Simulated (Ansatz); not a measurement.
## Match the barriers

Saddle point of CH$_{10}$Si$_{2}$, closed shell (Si₂H₆ ([SiH3][SiH3]) + CH₄ → CH₈Si₂ ([CH3][SiH2][SiH3]) + H₂; bonds formed: Si1–C7, H2–H6; bonds broken: Si1–H2, H6–C7), PBE0-D4/def2-TZVP structure:

```
13
angstrom
Si -0.7352 0.0352 0.3017
H -0.1326 -1.5320 -0.1587
H -2.0235 -0.6440 0.5997
H -1.1552 1.4990 0.2320
Si 1.0318 -0.0648 1.8241
H -0.1743 -0.7725 -1.0242
C -0.3040 0.3193 -1.8031
H 2.2939 -0.0586 1.0314
H 0.9635 -1.3377 2.5891
H 1.0730 1.0834 2.7736
H 0.0626 -0.3473 -2.5955
H 0.3968 1.1461 -1.6917
H -1.2970 0.6740 -2.0783
```

Ansatz 0.2.0; basis: def2-TZVPP, with def2-QZVPP for the basis limit; cores frozen in the correlated methods. Extrapolation: Hartree–Fock as exp(−7.88 √X), correlation as X^−2.97. Four methods, as single points on the PBE0-D4 structures, gave these electronic barriers from the start structure: 70.45, 74.37, 80.39, 99.50 kcal/mol.

**Question.** The methods were, in alphabetical order, HF, MP2, PBE-D4, r2SCAN-D4. Which gave which? (A judgement: the text doesn't fix the answer.)

**Answer.** The calculation gives: PBE-D4 70.45; r2SCAN-D4 74.37; MP2 80.39; HF 99.50 kcal/mol. For comparison, CCSD(T) at an estimated basis limit (MP2 extrapolated from triple and quadruple zeta, plus CCSD(T) − MP2 in triple zeta) gives 80.40 kcal/mol.

T1 diagnostic: at most 0.013.

Labels in which every atom is bracketed show which atoms are joined, not bond orders.

For scale, one of the runs: CCSD(T)/def2-TZVPP, 255 basis functions, launched by `ansatz run in.yaml --threads 4 --pin off --events-out ev --progress --plain --max-ram 9574MiB`. Hardware: 4 CPU threads of an Arm Neoverse V1, shared host. Wall time 90 s; peak host memory 5.3 GiB.
